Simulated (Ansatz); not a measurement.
## One structure, 3 elements: NaTi3, NaZr3, NaHf3

Plane-wave DFT in Ansatz with scalar-relativistic PAW potentials, cutoff 420 eV, Γ-centred meshes chosen by cell and gap, Gaussian smearing with energies taken to zero width. Every cell was relaxed (cell and atoms) in a run of its own, within the symmetry of its start. Functional: PBE.

All members share space group Pm-3m and the same sites; only the element on one set of sites changes (Ti, Zr, Hf). Members needn't be the stable form of their composition. Energies over the elements, where given, are against the elements' standard states in the same functional (H₂, N₂, O₂ and halogens uncorrected, Hg as a solid). The first member:

Space group Pm-3m (No. 221). a = 4.227 Å, b = 4.227 Å, c = 4.227 Å, α = 90.00°, β = 90.00°, γ = 90.00°
```csv
atom,site,symmetry,x,y,z
Na,1a,m-3m,0.0000,0.0000,0.0000
Ti,3c,4/mm.m,0.0000,0.5000,0.5000
```

**Question.** How do size, gap and binding change down the group?

**Answer.**
| compound | V (Å³/atom) | a (Å) | energy over elements (eV/atom) |
| --- | --- | --- | --- |
| NaTi3 | 18.87 | 4.227 | 0.700 |
| NaZr3 | 23.31 | 4.535 | 0.498 |
| NaHf3 | 22.69 | 4.494 | 0.589 |

Over the series the volume has no steady trend down the group (least for Ti); all are metallic on the mesh; none is bound against its elements in this structure, and Zr comes closest. Hf is no larger than Zr here (22.69 against 23.31 Å³/atom), as one expects from the lanthanide contraction and relativistic shrinking of 6s.

Spin-orbit coupling is left out, which matters for the bands of heavy elements.